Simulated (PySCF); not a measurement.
Planning a shielding job on `CC1=C(C)P1C`.

Method: GIAO PBE0/pcSseg-1 NMR shielding, non-relativistic, gas phase (PySCF 2.14.0, density-fitted response routines). Geometry: GFN2-xTB. Work: shieldings, ring-centre shieldings, charges and field gradients, density and orbital grids written, density fitting. The input is one job of a driver script: a line of settings, then coordinates in Å.

Command:
```bash
OMP_NUM_THREADS=1 python probes_run.py task.json out
```

Input:
```
{"job": {"kind": "nmr", "xc": "PBE0", "basis": "pcSseg-1"}, "charge": 0, "multiplicity": 1}
C      2.180198     0.125831    -0.280870
C      0.819256     0.119599     0.276496
C     -0.335731     0.729035     0.371180
C     -1.155520     1.890648    -0.005035
P     -0.331151    -0.828364     1.362142
C     -1.057496    -2.051073     0.129642
H      2.353682     1.039721    -0.848629
H      2.321245    -0.732344    -0.938220
H      2.913890     0.056603     0.521867
H     -1.477161     2.424740     0.888802
H     -2.048008     1.566796    -0.540663
H     -0.584576     2.566770    -0.641422
H     -0.262838    -2.518073    -0.449431
H     -1.588581    -2.826430     0.678090
H     -1.751622    -1.555468    -0.545861
```

Hardware: one thread of an INTEL XEON PLATINUM 8581C at 2.30 GHz, shared host with 96 logical CPUs at a one-minute load of 12. PySCF's memory limit was set to 1040 MB.

Problem. How large is the basis?

Solution. 154 functions for 54 electrons, with 818 fitting functions; the fitted three-index integrals, 818 × 154 × 155/2 numbers of 8 bytes, come to 74 MiB.

Problem. Which is nearest to the wall time?
A. 21 min
B. 2.8 min
C. 21 s
D. 2.6 s

Solution. C. The run took 21 s. The SCF took 14 cycles.

Problem. Estimate the peak memory.

Solution. About 0.72 GiB. Peak memory is the resident size of the whole Python process, interpreter and libraries included.

Problem. At this speed, how long would 20000 such jobs take on 16 cores, one job a core?

Solution. 20000/16 gives 1250 rounds of 21 s, about 7.3 h of wall time and 120 core-hours, if the jobs don't slow each other.

The SCF part of the output:
```
coarse grid: 12640 points
cycle   1  E = -536.7552736965  dE =  6.384e-01  |g| = 3.972e-01  |ddm| = 3.683e+00
cycle   2  E = -536.7493093759  dE =  5.964e-03  |g| = 4.250e-01  |ddm| = 8.923e-01
cycle   3  E = -536.7968608947  dE = -4.755e-02  |g| = 5.668e-02  |ddm| = 5.341e-01
cycle   4  E = -536.7976850306  dE = -8.241e-04  |g| = 2.548e-02  |ddm| = 1.257e-01
cycle   5  E = -536.7978459504  dE = -1.609e-04  |g| = 6.866e-03  |ddm| = 3.659e-02
cycle   6  E = -536.7978579863  dE = -1.204e-05  |g| = 2.140e-03  |ddm| = 1.193e-02
cycle   7  E = -536.7978591644  dE = -1.178e-06  |g| = 3.920e-04  |ddm| = 3.281e-03
final grid: 116320 points
cycle   8  E = -536.8345072122  dE = -2.253e-05  |g| = 8.651e-03  |ddm| = 2.904e-02
cycle   9  E = -536.8344927494  dE =  1.446e-05  |g| = 1.124e-02  |ddm| = 2.121e-02
cycle  10  E = -536.8345268914  dE = -3.414e-05  |g| = 1.237e-03  |ddm| = 1.409e-02
cycle  11  E = -536.8345272914  dE = -4.000e-07  |g| = 2.377e-04  |ddm| = 1.785e-03
cycle  12  E = -536.8345273028  dE = -1.137e-08  |g| = 1.175e-04  |ddm| = 3.667e-04
cycle  13  E = -536.8345273059  dE = -3.084e-09  |g| = 4.176e-05  |ddm| = 1.551e-04
cycle  14  E = -536.8345273063  dE = -4.418e-10  |g| = 7.895e-06  |ddm| = 5.823e-05
converged SCF energy = -536.8345273063
```

On the final grid dE counts from the start density on that grid.

Times come from a shared host and carry two figures at best.
